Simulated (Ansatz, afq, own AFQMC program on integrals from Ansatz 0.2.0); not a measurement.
Where AFQMC and coupled cluster stand for SiNH2, doublet

```
atom   x (Å)    y (Å)    z (Å)
  Si  0.0000   0.0000   0.5734
   N  0.0000   0.0000  -0.9336
   H  0.0000   0.8350  -1.5026
   H  0.0000  -0.8350  -1.5026
```

Connectivity, by distances: Si–NH2.

Basis cc-pVDZ. Noble-gas cores (and the filled d shells of Ga–Kr and In–Xe) are frozen. AFQMC by an in-house program on the Cholesky factors that Ansatz 0.2.0 writes for its CCSD(T) run. The CISD trial takes its coefficients from CCSD amplitudes. Released means that phaseless walkers are propagated on without the constraint, phases kept. ± is one standard error of the sampling.

Determinant: UHF, the one that the program's search chose, which needn't be the lowest solution. The geometry is a point of a scan.

No full CI on the walks' own integrals is used here; CCSDT(Q) serves as the reference and is uncertain by about the last step of the cluster series.

- T1 diagnostic: 0.0162
- weight of the determinant in the CISD state: 0.886
- ⟨S²⟩ of the determinant: 0.771
- size of the correlated space: 11 electrons in 36 orbitals

```tsv
level	correlation energy (eV)
MP2	-6.3855
CCSD	-7.0812
CCSD(T)	-7.2681
```

Question: Estimate where AFQMC with the constraint released lies against CCSD(T) on the same integrals.

Answer: 2.7 ± 1.6 kJ/mol below CCSD(T). The gap is under twice the noise, so this walk alone can't tell the two apart.

Reference: CCSDT(Q), correlation energy -7.302 eV. The released energy is read at 2.40 1/Eh (meV from the phaseless value at times in 1/Eh: -7 ± 10 at 0.24, -9 ± 10 at 0.51, -25 ± 11 at 0.99, -43 ± 15 at 1.62, -21 ± 16 at 2.40).

```csv
level,E − E(reference) (kJ/mol),share of correlation (%)
CCSD(T),3.2,99.54
CCSDT,1.6,99.77
ph-AFQMC/HF,-4.8 ± 6.9,100.67
ph-AFQMC/CISD,2.6 ± 1.0,99.63
released AFQMC,0.5 ± 1.6,99.92
```

A walk keeps the symmetry of its determinant, which the program's search chose and which needn't be the lowest solution, so a lower state of the same spin and another symmetry isn't excluded. Released energies are given only where the last usable release times agree within the noise; a slower fall can still hide under it.
